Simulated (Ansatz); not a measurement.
in.yaml

```yaml
crystal:
  periodic: [false, false, false]
  atoms:
    - {symbol: B, position_ang: [-0.167904, 0.000000, 0.000000]}
    - {symbol: H, position_ang: [-0.764638, 1.033571, 0.000000]}
    - {symbol: H, position_ang: [-0.764638, -1.033571, 0.000000]}
    - {symbol: H, position_ang: [1.272096, 0.000000, 0.000000]}
    - {symbol: H, position_ang: [2.058096, 0.000000, 0.000000]}
basis:
  gaussian: {orbitals: 6-31G}
magnetization: {spin_polarized: false, initial_magnetization: 1}
correlation: {method: fci, electrons: outside_noble_gas}
```

```sh
$ ansatz run in.yaml --threads 1 --pin off --events-out ev --progress --plain --max-ram 2393MiB
```

Output:

```
382 factors; integrals over basis functions are off by at most 1.3e-7 eV
mean field evaluation 1: about -729.2989 eV, gradient 9.0e0 eV
mean field evaluation 2: about -729.2945 eV, gradient 8.9e0 eV
mean field evaluation 4: about -729.8705 eV, gradient 5.5e-1 eV
mean field evaluation 8: about -729.8723 eV, gradient 1.4e-6 eV
mean field evaluation 16: about -729.1507 eV, gradient 1.7e-6 eV
mean field evaluation 32: about -729.1507 eV, gradient 1.3e-2 eV
mean field -729.87233254 eV, -26.8223134955 hartree, gradient 1.6e-6 eV, S^2 0.750000; 4 other end points of the search recorded, 0 dependent functions left out
mean field evaluation 64: about -730.0556 eV, gradient 1.0e-1 eV
determinant -729.87233254 eV, -26.8223134955 hartree, with singles and doubles -732.24395749 eV, -26.9094691049 hartree
determinant -729.15072229 eV, -26.7957948082 hartree, with singles and doubles -731.67760928 eV, -26.8886561920 hartree
1 core orbitals not correlated: weight in the atoms' cores, before any rotation towards them, 1.000 or more for the frozen orbitals, at most 0.000 for the correlated occupied ones
reference -729.87233254 eV, -26.8223134955 hartree; 4, 3 occupied and 12, 13 virtual orbitals, 382 factors
state -732.28303006 eV, -26.9109049953 hartree
Total energy: -732.28303006 eV, -26.9109049953 hartree
```

Ran on 1 thread of Intel Xeon Platinum 8259CL, shared host: 2.8 s wall, 0.14 GiB peak host memory.
